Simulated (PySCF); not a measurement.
# MgCl⁻: energy against distance

Set-up: Mg aug-cc-pVDZ, Cl aug-cc-pV(D+d)Z; no relativity (PySCF 2.14). Energies in eV from Mg + Cl⁻ in their ground configurations at the same level. State: ¹Σ⁺ (singlet), closed shell.

```tsv
R (Å)	r²SCAN	RHF-MP2	LDA
2.091	-0.927	-0.776	-1.054
2.189	-1.159	-1.027	-1.266
2.286	-1.276	-1.161	-1.371
2.359	-1.312	-1.206	-1.400
2.432	-1.317	-1.218	-1.400
2.505	-1.299	-1.207	-1.379
2.602	-1.251	-1.165	-1.328
2.724	-1.169	-1.089	-1.243
2.870	-1.055	-0.981	-1.127
3.064	-0.901	-0.833	-0.969
```

Question: Put a parabola through the three lowest points of the r²SCAN curve and estimate Re, k and ωe (reduced mass 14.23 u; 1 eV/Å² = 0.16022 mdyn/Å; ωe = 1302.8·√(k/μ) cm⁻¹).

Answer: Through R = 2.359, 2.432, 2.505 Å the second-order coefficient is 2.16 eV/Å², so Re ≈ 2.411 Å, k ≈ 0.692 mdyn/Å and ωe ≈ 287 cm⁻¹. A polynomial fit of higher order to the unrounded r²SCAN energies gives Re = 2.408 Å, k = 0.750 mdyn/Å, ωe = 299 cm⁻¹; anharmonicity and rounding make the difference.

The higher-order fit for each curve: r²SCAN: Re = 2.408 Å, ωe = 299 cm⁻¹, De = 1.32 eV; RHF-MP2: Re = 2.429 Å, ωe = 295 cm⁻¹, De = 1.22 eV; LDA: Re = 2.395 Å, ωe = 300 cm⁻¹, De = 1.40 eV.

Correlated steps freeze 6 core orbitals. Correlated levels converge slowly with the basis: in double zeta they bind strong bonds too weakly, by up to about 1 eV, and carry superposition errors of some tenths. For an ion De counts to the pair picked by the measured ionisation energies or electron affinities, which need not be the lowest pair at this level. The highest Kohn–Sham level is positive in this anion. Much of that is self-interaction error, but it also means that the finite basis helps to hold the extra electron.
